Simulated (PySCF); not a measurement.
**Functional benchmark on one molecule**

Molecule: SMILES C1(F)CCCC1, C5H9F.

Molfile (atoms numbered from 1):
```
C5H9F
     RDKit          3D

 15 15  0  0  0  0  0  0  0  0999 V2000
   -1.0414   -0.0649    1.7838 F   0  0  0  0  0  0  0  0  0  0  0  0
   -1.1867    0.0615    0.4114 C   0  0  0  0  0  0  0  0  0  0  0  0
   -0.3477    1.2322   -0.0650 C   0  0  0  0  0  0  0  0  0  0  0  0
    1.0922    0.6954   -0.0443 C   0  0  0  0  0  0  0  0  0  0  0  0
    0.9681   -0.8442   -0.1630 C   0  0  0  0  0  0  0  0  0  0  0  0
   -0.5378   -1.1341   -0.2593 C   0  0  0  0  0  0  0  0  0  0  0  0
   -2.2642    0.1660    0.2010 H   0  0  0  0  0  0  0  0  0  0  0  0
   -0.4999    2.1215    0.5639 H   0  0  0  0  0  0  0  0  0  0  0  0
   -0.6605    1.4928   -1.0891 H   0  0  0  0  0  0  0  0  0  0  0  0
    1.5828    0.9659    0.9017 H   0  0  0  0  0  0  0  0  0  0  0  0
    1.7000    1.1309   -0.8507 H   0  0  0  0  0  0  0  0  0  0  0  0
    1.5159   -1.2449   -1.0282 H   0  0  0  0  0  0  0  0  0  0  0  0
    1.3885   -1.3293    0.7296 H   0  0  0  0  0  0  0  0  0  0  0  0
   -0.8402   -2.0779    0.2173 H   0  0  0  0  0  0  0  0  0  0  0  0
   -0.8702   -1.1704   -1.3094 H   0  0  0  0  0  0  0  0  0  0  0  0
  1  2  1  0
  2  3  1  0
  3  4  1  0
  4  5  1  0
  5  6  1  0
  6  2  1  0
  2  7  1  0
  3  8  1  0
  3  9  1  0
  4 10  1  0
  4 11  1  0
  5 12  1  0
  5 13  1  0
  6 14  1  0
  6 15  1  0
M  END
```

Geometry PBE0-D3(BJ)/def2-SVP throughout; GIAO in PySCF, gas phase, one conformer, non-relativistic; equivalent atoms averaged; basis pcSseg-1.

Reference values (measured; solution, not stated per compound (mostly CDCl3 or CCl4); Pretsch, Buehlmann, Badertscher, Structure Determination of Organic Compounds, 4th ed. (2009)): δ(C2) = 95.5 ppm, δ(C3/C6) = 32.8 ppm, δ(C4/C5) = 22.5 ppm. Computed shifts are taken against TMS, calculated as an isolated molecule at each level.

**Question.** How do the functionals HF, LDA, PBE, BLYP, BP86, OPBE, KT2, KT3, B97-D, B3LYP, PBE0, mPW1PW91, WP04, B97-2, BHandHLYP, CAM-B3LYP, wB97X-D, LC-wPBE perform against the reference? Times are CPU seconds on shared hosts with different chips, so compare them loosely.

**Answer.** 
```tsv
functional	kind	C2	C3/C6	C4/C5	mean abs. error C	core-s
HF	Hartree–Fock	86.3	31.6	20.1	4.3	5.7
LDA	LDA	103.7	37.6	23.3	4.6	15
PBE	GGA	100.1	37.0	24.5	3.6	20
BLYP	GGA	101.6	38.0	25.5	4.8	20
BP86	GGA	100.3	37.2	24.6	3.8	20
OPBE	GGA	95.3	35.3	24.5	1.6	21
KT2	GGA	96.6	35.9	23.8	1.8	35
KT3	GGA	95.1	35.7	24.8	1.9	34
B97-D	GGA	98.1	36.7	25.0	3.0	35
B3LYP	global hybrid	98.5	36.7	24.0	2.8	24
PBE0	global hybrid	96.3	35.5	23.1	1.4	22
mPW1PW91	global hybrid	96.3	35.6	23.3	1.5	24
WP04	global hybrid	100.2	37.3	26.6	4.4	20
B97-2	global hybrid	95.4	35.4	23.6	1.3	25
BHandHLYP	global hybrid	94.1	34.8	22.4	1.2	23
CAM-B3LYP	range-separated hybrid	97.8	36.0	22.8	1.9	25
wB97X-D	range-separated hybrid	96.2	35.6	22.9	1.3	22
LC-wPBE	range-separated hybrid	95.9	34.6	21.6	1.0	31
```

For $^{13}$C the closest is LC-wPBE (1.0 ppm, with BHandHLYP, B97-2, wB97X-D practically level) and the furthest BLYP (4.8 ppm). One molecule is a small sample, and vibrational and solvent effects are absent from the calculation.
